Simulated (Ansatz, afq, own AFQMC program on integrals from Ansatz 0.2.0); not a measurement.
C$_{6}$H$_{5}$, doublet: AFQMC among the cluster methods

```xyz
11

C    -0.2619   -1.1666   -0.2822
C    -0.6173   -0.7311    0.9744
C    -0.3094    0.6006    1.2857
C     0.3255    1.4132    0.3447
C     0.6615    0.9144   -0.9151
C     0.3641   -0.4140   -1.2500
H    -1.1141   -1.3800    1.7009
H    -0.5688    1.0010    2.2699
H     0.5619    2.4498    0.5967
H     1.1584    1.5592   -1.6455
H     0.6212   -0.8194   -2.2324
```

Basis def2-SVP. Only valence electrons are correlated. Integrals, coupled cluster, full CI and functionals: Ansatz 0.2.0; the random walks run on the same integrals in our own AFQMC program. ph-AFQMC/CISD is guided by a CISD state made of CCSD amplitudes; releasing the constraint for a short imaginary time cuts its bias at the price of noise, slowly where states lie close. ± is one standard error of the sampling.

Determinant: ROHF, the one that the program's search chose, which needn't be the lowest solution. The geometry is a PBE0/def2-SVP stationary point of this or a neighbouring charge and spin state.

No full CI on the walks' own integrals is used here. The released AFQMC energy serves as the reference, which it does only where one determinant dominates, the energy is flat over the last release times and near the phaseless one (40 meV or 2 meV an electron, half that with transition metals). On small molecules, where full CI could be run and the noise was under 10 meV, such values lay within 10 meV of it in 19 cases of 20, a flattering rate, since the rule was set on those same cases; what remains of the bias isn't in the error bar.

Cautions: a spin-contaminated unrestricted determinant lies lower (UHF 373 meV lower, ⟨S²⟩ 1.38); the released value is read at 0.90 1/Eh with a noise of 22 meV, more than in the cases checked (meV from the phaseless value at times in 1/Eh: -26 ± 12 at 0.21, -29 ± 18 at 0.42, -4 ± 14 at 0.63, -29 ± 22 at 0.90).

```
T1 diagnostic                               : 0.0158
weight of the determinant in the CISD state : 0.747
size of the correlated space                : 29 electrons in 103 orbitals
```

```tsv
level	correlation energy (eV)
MP2	-20.4529
CCSD	-21.5604
CCSD(T)	-22.5336
```

Question: Estimate where phaseless AFQMC with a CISD trial lies against CCSD(T) on the same integrals.

Answer: 6.6 ± 1.1 kJ/mol below CCSD(T).

Reference: AFQMC with the constraint released, correlation energy -22.631 ± 0.022 eV.

```csv
level,E − E(reference) (kJ/mol),share of correlation (%)
CCSD(T),9.4 ± 2.1,99.57
ph-AFQMC/HF,-10.3 ± 5.1,100.47
ph-AFQMC/CISD,2.8 ± 2.4,99.87
```

Released energies are given only where the last usable release times agree within the noise; a slower fall can still hide under it.
